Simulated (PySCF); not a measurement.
An unknown gives this computed stick spectrum. Theory: TDDFT CAM-B3LYP/def2-SVPD, vertical, gas phase, core orbitals frozen in the response in PySCF. Geometries: PBE0-D3(BJ)/def2-SVP, one conformer each.

| state | E (eV) | f |
| --- | --- | --- |
| S1 | 5.09 | 0.0000 |
| S2 | 5.94 | 0.0000 |
| S3 | 6.19 | 0.113 |
| S4 | 6.42 | 0.105 |
| S5 | 6.81 | 0.0000 |
| S6 | 6.95 | 0.0022 |

Question: Which candidate is it? All have the formula C4H5NO.
A. `CC(=O)CC#N`
B. `C#CC(=O)NC`
C. `N#CCCC=O`

Answer: B. Its S1, at 5.09 eV, is the highest among the candidates; the nearest of the others has S1 at 4.54 eV. S1 is HOMO-1→LUMO (95%). Löwdin shares by element: HOMO nitrogen 46%, oxygen 23%, carbon 17% or more; LUMO carbon 64% or more, oxygen 17% (atoms not listed hold the other 19%). At the same level the other candidates give, for their lowest levels:
- `CC(=O)CC#N`: 4.54 eV (f 0.000); 7.32 eV (f 0.015); 7.46 eV (f 0.003); 7.75 eV (f 0.020); 7.82 eV (f 0.027); T1 3.98 eV; HOMO -9.55, LUMO -0.06 eV
- `N#CCCC=O`: 4.41 eV (f 0.000); 7.48 eV (f 0.009); 7.66 eV (f 0.000); 7.97 eV (f 0.018); 7.98 eV (f 0.000); T1 3.80 eV; HOMO -9.67, LUMO -0.15 eV

Conformer computed: `[CH:1]#[C:2][C:3](=[O:4])[NH:5][CH3:6]`: C2–C3–N5–C6 180°.
Triplets come from the Tamm–Dancoff approximation.
